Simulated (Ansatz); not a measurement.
# Structure relaxation of Na

All numbers below come from Ansatz 0.2.0, DFT r2SCAN, scalar-relativistic, plane waves, PAW. Cutoff 500 eV, Γ-centred k mesh, Gaussian smearing, no spin polarisation in the final step.

A relaxed cell is given with its space group left out.

```xyz
8
Lattice="9.3376 0.0000 0.0000 0.0000 3.6349 0.0000 0.0000 0.0000 9.1712" Properties=species:S:1:pos:R:3 pbc="T T T"
Na    1.7126    0.9087    4.7719
Na    6.3814    0.9087    8.9849
Na    7.6250    2.7262    4.3993
Na    2.9562    2.7262    0.1863
Na    0.0521    0.9087    1.6751
Na    4.7209    0.9087    2.9105
Na    9.2855    2.7262    7.4961
Na    4.6167    2.7262    6.2608
```

Energies count from the standard state of Na at the same level.

Problem. What space group does it have?

Solution. Pnma (No. 62). Conventional cell: a = 9.338 Å, b = 3.635 Å, c = 9.171 Å. Na on Wyckoff site c (4 atoms of the primitive cell) is coordinated by 10 Na at 3.51–3.90 Å; Na on Wyckoff site c (4 atoms of the primitive cell) has 10 Na at 3.51–3.81 Å.

Problem. How far above the standard state of Na does it lie?

Solution. 0.04 eV/atom.

Problem. Is it a metal?

Solution. Yes, bands cross the Fermi level on the 4×10×4 mesh.

The final run used a 4×10×4 mesh on its 8-atom cell and 0.10 eV smearing. For metals, differences of a few meV/atom aren't resolved.

This form isn't the element's structure at ambient conditions.